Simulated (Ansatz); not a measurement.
Molecular dynamics of AlH₄PSi

Input file:

```yaml
crystal:
  periodic: [false, false, false]
  atoms:
    - { symbol: Al, position_ang: [-1.166812, -0.56652, -0.550234] }
    - { symbol: Si, position_ang: [0.31424, 1.013647, 0.368857] }
    - { symbol: P, position_ang: [0.611601, -1.299978, 0.777802] }
    - { symbol: H, position_ang: [-2.321563, -1.096073, -1.486872] }
    - { symbol: H, position_ang: [1.451078, 1.718156, -0.292851] }
    - { symbol: H, position_ang: [-0.014475, 1.662336, 1.671015] }
    - { symbol: H, position_ang: [1.187231, -1.499467, -0.533416] }
basis:
  gaussian: { orbitals: def2-SVP }
hamiltonian:
  xc: b3lyp
md:
  timestep: 3.0
  n_steps: 40
  ensemble: nvt_langevin
  temperature: 400.0
  initial_velocities: maxwell_boltzmann
  seed: 211775
  friction: 0.02
scf:
  lower_state_search: "off"
```

Command:

```bash
$ ansatz run input.yaml --threads 1 --pin off --max-ram 2048MiB --backend cpu --events-out ev --progress --plain --runs-dir out
```

It starts from a relaxed structure.

Output, in part (one step line in 2, the closing report, with atoms numbered from 0):

```
md step     0: t =     0.00 fs  T =   342.9 K  F+E_penalty+E_count = -23821.62095872 eV  E_kin = 0.310224 eV  (14 SCF iters)
md step     2: t =     6.00 fs  T =   326.3 K  F+E_penalty+E_count = -23821.53704565 eV  E_kin = 0.295280 eV  (16 SCF iters)
md step     4: t =    12.00 fs  T =   351.8 K  F+E_penalty+E_count = -23821.40751499 eV  E_kin = 0.318295 eV  (17 SCF iters)
md step     6: t =    18.00 fs  T =   305.7 K  F+E_penalty+E_count = -23821.40237852 eV  E_kin = 0.276593 eV  (18 SCF iters)
md step     8: t =    24.00 fs  T =   411.6 K  F+E_penalty+E_count = -23821.41494292 eV  E_kin = 0.372387 eV  (18 SCF iters)
md step    10: t =    30.00 fs  T =   346.6 K  F+E_penalty+E_count = -23821.35150430 eV  E_kin = 0.313648 eV  (19 SCF iters)
md step    12: t =    36.00 fs  T =   301.3 K  F+E_penalty+E_count = -23821.29733580 eV  E_kin = 0.272588 eV  (18 SCF iters)
md step    14: t =    42.00 fs  T =   362.1 K  F+E_penalty+E_count = -23821.37156113 eV  E_kin = 0.327632 eV  (18 SCF iters)
md step    16: t =    48.00 fs  T =   416.8 K  F+E_penalty+E_count = -23821.44332192 eV  E_kin = 0.377166 eV  (18 SCF iters)
md step    18: t =    54.00 fs  T =   528.9 K  F+E_penalty+E_count = -23821.47093567 eV  E_kin = 0.478543 eV  (18 SCF iters)
md step    20: t =    60.00 fs  T =   527.4 K  F+E_penalty+E_count = -23821.44467427 eV  E_kin = 0.477192 eV  (17 SCF iters)
md step    22: t =    66.00 fs  T =   538.6 K  F+E_penalty+E_count = -23821.39370141 eV  E_kin = 0.487320 eV  (19 SCF iters)
md step    24: t =    72.00 fs  T =   368.7 K  F+E_penalty+E_count = -23821.36612469 eV  E_kin = 0.333572 eV  (18 SCF iters)
md step    26: t =    78.00 fs  T =   488.9 K  F+E_penalty+E_count = -23821.34741584 eV  E_kin = 0.442330 eV  (19 SCF iters)
md step    28: t =    84.00 fs  T =   425.8 K  F+E_penalty+E_count = -23821.36617340 eV  E_kin = 0.385259 eV  (20 SCF iters)
md step    30: t =    90.00 fs  T =   385.2 K  F+E_penalty+E_count = -23821.36547427 eV  E_kin = 0.348499 eV  (19 SCF iters)
md step    32: t =    96.00 fs  T =   474.1 K  F+E_penalty+E_count = -23821.37649729 eV  E_kin = 0.428994 eV  (18 SCF iters)
md step    34: t =   102.00 fs  T =   320.0 K  F+E_penalty+E_count = -23821.31608018 eV  E_kin = 0.289551 eV  (19 SCF iters)
md step    36: t =   108.00 fs  T =   331.4 K  F+E_penalty+E_count = -23821.26618946 eV  E_kin = 0.299850 eV  (17 SCF iters)
md step    38: t =   114.00 fs  T =   347.2 K  F+E_penalty+E_count = -23821.27444021 eV  E_kin = 0.314184 eV  (18 SCF iters)
md step    40: t =   120.00 fs  T =   347.0 K  F+E_penalty+E_count = -23821.33824056 eV  E_kin = 0.314009 eV  (19 SCF iters)
Total energy: -23821.33849373 eV, -875.4180429613 hartree
Atom 0 at    -0.816514    -0.488221    -0.971438 Å, force    -0.156282     0.267296     0.223645 eV/Å
Atom 1 at     0.141623     0.766858     0.957425 Å, force    -1.056434     0.507549    -0.924306 eV/Å
Atom 2 at     0.392764    -1.455104     0.762921 Å, force     0.866122    -1.094550    -0.037388 eV/Å
Atom 3 at    -1.445275    -1.151918    -2.316618 Å, force     0.228772     0.374559     0.416272 eV/Å
Atom 4 at     1.173775     1.766016     0.670959 Å, force     0.586046     0.132210    -0.117298 eV/Å
Atom 5 at    -0.616712     1.277993     2.134193 Å, force    -0.062575    -0.258239     0.065381 eV/Å
Atom 6 at     1.662611    -1.523077     0.042768 Å, force    -0.405649     0.071176     0.373695 eV/Å
Dipole moment:     0.017141     0.105473    -0.249241 e Å
```

All steps were run. A step of 3 fs is long for free X–H stretches (periods near 10 fs) and can bias their spread and the temperature. A run of 0.12 ps of so small a system gives no equilibrium averages.

The same pairs are bonded in the first frame and the last. Pairs count as bonded within 1.25 times the sum of covalent radii (0.12 Å more for H–H).

Last frame:

```xyz
7
Properties=species:S:1:pos:R:3
Al -0.817 -0.488 -0.971
Si 0.142 0.767 0.957
P 0.393 -1.455 0.763
H -1.445 -1.152 -2.317
H 1.174 1.766 0.671
H -0.617 1.278 2.134
H 1.663 -1.523 0.043
```

Run time: 73 s on 1 thread of Arm Neoverse V1, on a shared host, peak memory 0.25 GiB.
